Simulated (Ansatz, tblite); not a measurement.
Cost and result up the ladder for SiClH3 (SiH₃Cl) (5 atoms). Charge 0, multiplicity 1. Geometry: r2SCAN-D4/def2-TZVP.

| atom | x (Å) | y (Å) | z (Å) |
| --- | --- | --- | --- |
| Si1 | 0.0897 | 0.0909 | 0.0089 |
| Cl2 | -1.3510 | -1.3688 | -0.1345 |
| H3 | 1.3547 | -0.5363 | 0.4507 |
| H4 | -0.3563 | 1.0988 | 0.9959 |
| H5 | 0.2629 | 0.7155 | -1.3210 |

Ansatz on 2 threads of Arm Neoverse V2 on a shared host; xTB runs through tblite on one thread. Times are rough, summed over both states, and most runs start from the orbitals of an earlier one. No level here is sound enough to serve as a yardstick. The other state is a doublet.

The xTB rows come from tblite. Correlated methods freeze 10 core orbitals. In CCSD on the charge 1 doublet the largest single amplitude is 0.23, so its Hartree–Fock determinant may place the open shell otherwise than the density functionals do.

Run but left out: HF/def2-TZVPP, MP2/def2-TZVPP (charge +1 doublet: a determinant that CCSD turns far, T1 0.046); PBE-D4/def2-TZVP (charge +1 doublet: an occupied level 0.10 eV above an empty one).

Correlated methods converge slowly with the basis.

Raw xTB energies of ions are shifted by several eV.

```csv
level,functions,vertical IE (eV),remarks
CCSD(T)/def2-TZVPP,126,11.71,large T1 (0.046) (+1 doublet)
GFN1-xTB,24,15.54,–
GFN2-xTB,21,14.66,–
r2SCAN-D4/def2-TZVP,92,11.33,–
```

Problem. Estimate how long each takes.

Solution. GFN2-xTB 0.004 s; GFN1-xTB 0.005 s; r2SCAN-D4/def2-TZVP 5.7 s; CCSD(T)/def2-TZVPP 14 s. On shared hardware such times vary by a factor of up to 3.
